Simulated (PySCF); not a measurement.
Molecule: cyclobutene, C4H6 (charge 0, singlet). 
Coordinates optimised at B3LYP-D3(BJ)/def2-TZVP (Ansatz):
```xyz
10

C     -0.0017    -0.6657     0.8139
C     -0.0072     0.6693     0.8108
C      0.0071    -0.7863    -0.6967
C      0.0006     0.7832    -0.7003
H     -0.0030    -1.4081     1.6015
H     -0.0146     1.4154     1.5951
H     -0.8760    -1.2487    -1.1428
H      0.8987    -1.2414    -1.1331
H      0.8885     1.2436    -1.1388
H     -0.8862     1.2362    -1.1485
```

Dispersion corrections to the total energy (kcal/mol) from the dftd3 and dftd4 libraries through PySCF: D3(BJ) without and D4 with the three-body term, each with the damping fitted for the functional named.

| functional | D3(BJ) | D4 |
|---|---|---|
| TPSSh | -4.52 | -4.66 |
| BLYP | -8.52 | -8.76 |
| BP86 | -6.02 | -4.84 |
| CAM-B3LYP | -2.87 | ___ |
| TPSS | -5.01 | -5.17 |
| B3LYP | ___ | -6.10 |
| PBE0 | ___ | -3.13 |

**Question.** Some entries are withheld; supply them.

**Answer.** 
- CAM-B3LYP, D4: -3.09
- B3LYP, D3(BJ): -6.90
- PBE0, D3(BJ): -3.38
